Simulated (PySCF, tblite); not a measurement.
# C₄H₈N radical: geometry, infrared bands and EPR parameters

What infrared bands and EPR parameters should C₄H₈N radical (`CC(C)C=[N]`) show?

The runs use tblite 0.8.0 and PySCF 2.14.0, with density-fitted response routines of our own; the level of theory stands in each step. All values are computed, except where a source is named. Atoms are numbered from 0 throughout.

**1. Starting geometry**

13 atoms, charge 0, multiplicity 2; geometry from: force field or distance geometry start.

Bonds of the start (Å): C0–C1 1.52, C1–C2 1.52, C1–C3 1.51, C3–N4 1.45, C0–H5 1.10, C0–H6 1.10, C0–H7 1.10, C1–H8 1.09, C2–H9 1.09, C2–H10 1.11, C2–H11 1.10, C3–H12 1.12.

**2. Optimising the geometry with GFN2-xTB**

Job settings and geometry (Å):

```
{"job": {"kind": "relax", "xc": "GFN2-xTB", "basis": "xTB"}, "charge": 0, "multiplicity": 2}
C     -0.301700     1.365600    -0.020300
C      0.115700    -0.039000    -0.405200
C     -0.891600    -1.078100     0.071000
C      1.444500    -0.333300     0.239000
N      2.611500    -0.653800    -0.562300
H     -0.426400     1.477700     1.062600
H     -1.266100     1.625400    -0.491500
H      0.440100     2.106900    -0.344200
H      0.234700    -0.111900    -1.483000
H     -0.583000    -2.088300    -0.194800
H     -1.878200    -0.896600    -0.399700
H     -1.035800    -1.051600     1.157000
H      1.531800    -0.322500     1.353800
```

Run with:

```sh
> OMP_NUM_THREADS=1 python probes_run.py task.json out
```

One launch serves the whole session: the jobs run in the order shown.

**Question.** This job is followed by: GFN2-xTB harmonic vibrations, gas phase; PBE0-D3(BJ)/def2-SVP geometry optimisation, gas phase; UKS B3LYP, IGLO-III on C N, pcH-1 on H, non-relativistic, mean-field spin-orbit, GIAO. What will the session give for the following? strongest single infrared mode (GFN2-xTB); zero-point energy (GFN2-xTB); point group; rotational constants (main isotopes); g(iso) (B3LYP); ⟨S²⟩; largest a(iso) (averaged by class); surface potential, 1st and 99th percentile.

**Answer**, as computed:

| quantity | value |
| --- | --- |
| strongest single infrared mode (GFN2-xTB) | 3026 cm⁻¹, 70 km/mol |
| zero-point energy (GFN2-xTB) | 68.8 kcal/mol |
| point group | Cs |
| rotational constants (main isotopes) | 7.70, 3.88, 2.90 GHz |
| g(iso) (B3LYP) | 2.00286 |
| ⟨S²⟩ | 0.760 (exact 0.75) |
| largest a(iso) (averaged by class) | 1H on H12, 222.9 MHz |
| surface potential, 1st and 99th percentile | -1.65 V and 1.15 V |

**Reading.** Relaxing lowered the energy by 1.416 eV in 22 steps; the close pair that moved most is C3–N4, from 1.451 to 1.216 Å (GFN2-xTB). No mode is imaginary among the 33: a minimum at this level. GFN2-xTB is a fitted tight-binding method: band positions and strengths are rough. Its intensities can rank the bands wrongly. Over 5 steps the energy fell by 0.236 eV; of the close pairs, C3–N4 changed most, 1.192 to 1.245 Å (PBE0/def2-SVP). Most of the unpaired spin sits on N4 (0.99 e). The isotropic g lies 0.5 ppt above the free-electron value.
